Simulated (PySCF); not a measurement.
Predicted microwave data (PBE0-D3(BJ)/def2-SVP geometry optimisation, gas phase (PySCF 2.14.0)) for one isomer of C4H4F2:

* Rotational constants: A = 8790, B = 2094, C = 1785 MHz
* Dipole components: |μa| = 1.17 D, |μb| = 0.99 D, |μc| = 0.64 D
* Inertial defect: -15.68 u·Å²
* κ: -0.91

Task: Which structure is it? (One computed conformer of each.)
A. `C[C@@]1(F)C=C1F`
B. `[CH:1]#[C:2][CH2:3][CH:4]([F:5])[F:6]` with C2–C3–C4–F5 178°
C. `[C@H]1(/C(C1)=C/F)F`
D. `[CH2:1]=[C:2]([F:3])/[CH:4]=[CH:5]/[F:6]` with C1–C2–C4–C5 180°
E. `F[C@H]1[C@@H]2[C@H](F)[C@H]12`

Result: B. It is C#CCC(F)F, a near-prolate asymmetric top, point group C1. The candidates at the same level (rigid rotor, commonest isotopes):

```
                       SMILES  A (MHz)  B (MHz)  C (MHz)  μa (D)  μb (D)  μc (D)  Δ (u·Å²)  point group                        rotor
             F/C=C1\C[C@@H]1F     9455     1966     1751    0.13    0.44    1.16    -21.88           C1  near-prolate asymmetric top
                    C#CCC(F)F     8790     2094     1785    1.17    0.99    0.64    -15.68           C1  near-prolate asymmetric top
              C[C@@]1(F)C=C1F     5915     2673     2506    0.01    1.52    1.19    -72.90           C1  near-prolate asymmetric top
                 C=C(F)/C=C/F     9789     1918     1603    0.40    0.65    0.00      0.00           Cs  near-prolate asymmetric top
F[C@H]1[C@@H]2[C@H](F)[C@H]12    10353     2425     2293    0.15    1.82    0.00    -36.76           Cs  near-prolate asymmetric top
```

`C[C@@]1(F)C=C1F` has C 40 % too high; `F[C@H]1[C@@H]2[C@H](F)[C@H]12` has C 28 % too high; `C=C(F)/C=C/F` has A 11 % too high; `F/C=C1\C[C@@H]1F` has A 8 % too high. No structure here is proved a minimum.
